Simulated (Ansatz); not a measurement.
# P4: the cost of one run

Program: Ansatz 0.2.0 through its Python package. The levels of theory stand in the script. These are calculated values, not measurements.

## 1. The system

Bond lengths: P1–P2 2.185 Å, P1–P3 2.185 Å, P2–P3 2.185 Å, P1–P4 2.185 Å, P2–P4 2.185 Å, P3–P4 2.185 Å. Angles: P1–P2–P3 60.0°, P1–P2–P4 60.0°, P3–P2–P4 60.0°, P2–P1–P3 60.0°, P2–P1–P4 60.0°, P3–P1–P4 60.0°, P1–P3–P2 60.0°, P1–P3–P4 60.0°, P2–P3–P4 60.0°, P1–P4–P2 60.0°, P1–P4–P3 60.0°, P2–P4–P3 60.0°.

The script holds or builds the structure itself.

## 2. The script

The input, run_methods.py:

```python
"""P4 at several levels of theory."""

import ansatz as az

GEOMETRY = """
P    -0.72518   -0.10003    1.11996
P     1.29547    0.10981    0.31580
P    -0.18502   -1.09224   -0.75020
P    -0.38527    1.08247   -0.68557
"""

system = az.Crystal.molecule()
for line in GEOMETRY.strip().splitlines():
    symbol, *xyz = line.split()
    system = system.atom(symbol, [float(v) for v in xyz])

setup = system.calculation().basis(gaussian="def2-SVP")

methods = ["mp2", "ccsd", "ccsd_t"]
reports = [setup.correlation(m).run(threads=1, pin="off").report for m in methods]
print(f"Hartree-Fock reference {reports[0]['reference_energy_ev'] / 27.211386246:.6f} Ha")
best = reports[-1]["free_energy_ev"] - reports[-1]["reference_energy_ev"]
for method, each in zip(methods, reports):
    gained = each["free_energy_ev"] - each["reference_energy_ev"]
    print(f"{method:8s} total {each['free_energy_ev'] / 27.211386246:.6f} Ha  correlation {gained:9.4f} eV  ({100 * gained / best:.1f} % of the last)")
```

## 3. Running it

Command:

```
$ python run_methods.py
```

**Question.** How long does this script take on 1 thread of Arm Neoverse V1, shared host, and how much memory does it need?

About 4.3 s, with a peak of 0.2 GiB.
